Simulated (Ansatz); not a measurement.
# CH₅ (doublet): from Hartree-Fock to the top rungs at distance C1–H5 along a hydrogen transfer = 1.090 Å, cc-pVTZ

The task here is to estimate one member of a computed series from the others.

The runs use Ansatz 0.2.0, Gaussian basis; cc-pVTZ, core rule «outside noble gas», up to 1 orbitals frozen.

Plan: UHF; CCSD(T) on ROHF; CCSD(T) on UHF; BCCD(T) on ROHF; CISD; CCSDT(Q) on ROHF; CCSDT(Q) on UHF; CASSCF and NEVPT2, 3 electrons in 3 orbitals; CASSCF and NEVPT2, 9 electrons in 9 orbitals.

## The geometry

The geometry derives from fragments relaxed apart (PBE0/def2-TZVP) and kept rigid, so it is no stationary point. A hydrogen atom is moved between rigid fragments.

6 atoms, charge 0, spin multiplicity 2.

Atoms are counted from 1 here; the program's logs count them from 0.

Bond lengths: C1–H2 1.090 Å, C1–H3 1.090 Å, C1–H4 1.090 Å, C1–H5 1.090 Å. Angles: H2–C1–H3 109.5°, H2–C1–H4 109.5°, H2–C1–H5 109.5°, H3–C1–H4 109.5°, H3–C1–H5 109.5°, H4–C1–H5 109.5°.

Coordinates:

```
C    -0.1250    0.0000    0.0000
H    -0.4882    1.0273    0.0000
H    -0.4882   -0.5137    0.8897
H    -0.4882   -0.5137   -0.8897
H     0.9646    0.0000    0.0000
H     1.9890    0.0000    0.0000
```

Set-up of the first run:

File in.yaml:

```yaml
crystal:
  periodic: [false, false, false]
  atoms:
    - {symbol: C, position_ang: [-0.124970, 0.000000, 0.000000]}
    - {symbol: H, position_ang: [-0.488176, 1.027301, 0.000000]}
    - {symbol: H, position_ang: [-0.488176, -0.513650, 0.889668]}
    - {symbol: H, position_ang: [-0.488176, -0.513650, -0.889669]}
    - {symbol: H, position_ang: [0.964647, 0.000000, 0.000000]}
    - {symbol: H, position_ang: [1.989030, 0.000000, 0.000000]}
basis:
  gaussian: {orbitals: cc-pVTZ}
magnetization: {spin_polarized: true, initial_magnetization: 1}
hamiltonian: {xc: hf}
output: {orbitals: {seedname: orbitals}}
```

The run is started by

```
$ ansatz run in.yaml --threads 1 --pin off --events-out ev --progress --plain --max-ram 4096MiB --backend cpu
```

Among the steps run: UHF; CCSD(T) on ROHF; CCSD(T) on UHF; BCCD(T) on ROHF; CISD; CCSDT(Q) on ROHF; CCSDT(Q) on UHF; CASSCF and NEVPT2, 3 electrons in 3 orbitals; CASSCF and NEVPT2, 9 electrons in 9 orbitals.

One table of the session follows, with a row left open; its other results are not shown here.

It belongs to the step «Misses and costs». 

| method | from UCCSDT(Q) (meV) |
| --- | --- |
| ROHF | +6573.3 |
| UHF | +6460.0 |
| RMP2 | +815.2 |
| UMP2 | +821.3 |
| CISD | +528.8 |
| RCCSD | ? |
| UCCSD | +206.0 |
| RCCSD(T) | +17.6 |
| UCCSD(T) | +18.1 |
| BCCD(T) | +17.1 |
| RCCSDT | +5.3 |
| UCCSDT | +5.1 |
| RCCSDT(Q) | +0.3 |
| UCCSDT(Q) | 0 |
| CASSCF pair | +6086.8 |
| NEVPT2 pair | +862.4 |
| CASSCF valence | +4236.5 |
| NEVPT2 valence | +976.4 |

Estimate the missing values for RCCSD.

**Answer.** from UCCSDT(Q) (meV): +209.0. In the column «from UCCSDT(Q) (meV)» it lies between UCCSD (+206.0) and CISD (+528.8).

Limits of these values: Restricted and unrestricted rows rest on different reference determinants; where their highest levels disagree by more than a few hundredths of an eV, they describe different states and don't form one ladder.
